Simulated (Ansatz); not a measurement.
AlH (SMILES [AlH]): methods side by side

The species is AlH (2 atoms), meant as a singlet with charge 0. SMILES: `[AlH]`. Geometry: a GFN2-xTB relaxation, a rough one for these elements and not checked as a minimum.

```csv
atom,x (Å),y (Å),z (Å)
Al,0.0000,0.0000,0.0000
H,0.0000,0.0000,1.6135
```

Quantity: the energy change with the Al1–H2 bond stretched from 1.613 to 3.227 Å, in eV. The values are calculated.

| level | kind | program | value (eV) | less FCI/3-21G |
| --- | --- | --- | --- | --- |
| SVWN5/3-21G (restricted) | LDA | Ansatz | 2.29 | +0.37 |
| PBE/3-21G (restricted) | GGA | Ansatz | 2.27 | +0.35 |
| PBE0/3-21G (restricted) | global hybrid | Ansatz | 2.55 | +0.63 |
| r2SCAN0/3-21G (restricted) | hybrid meta-GGA | Ansatz | 2.65 | +0.73 |
| HSE06/3-21G (restricted) | range-separated hybrid | Ansatz | 2.53 | +0.61 |
| RPA@PBE/3-21G (restricted) | RPA | Ansatz | 1.96 | +0.04 |
| BCCD(T)/3-21G (restricted) | coupled cluster or CI | Ansatz | 1.93 | +0.01 |
| FCI/3-21G | exact in the basis | Ansatz | 1.92 | 0.00 |

FCI/3-21G is exact within its basis and frozen core, so for wave-function methods in that basis the difference is their error; functionals converge differently with the basis, so for them it is only a difference. The first shape isn't each level's own minimum. The values span 1.92 to 2.65 eV. All rows use very small basis sets, so even the best lies far from the true value.
